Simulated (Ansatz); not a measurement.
# singlet SF(-): levels of theory in one basis

```yaml
atoms:
  - { symbol: S, position_ang: [0.0184, -0.0346, -0.9026] }
  - { symbol: F, position_ang: [0.0171, -0.0204, 0.9139] }
```

Basis set: def2-SVP (spherical functions). Correlated methods keep 6 orbitals frozen. Charge -1, multiplicity 1.

Computed with Ansatz (development build ahead of 0.2.0); each method stands on the lowest determinant of its kind that the runs found.

| method | E − E(RHF) (eV) | <S²> of the determinant |
| --- | --- | --- |
| RHF | 0.00 | – |
| RHF-MP2 | -8.36 | – |

Task: What does RHF-CCSD(T) give on the same scale?

Result: -9.01 eV.

Caution: no diffuse functions for an anion.
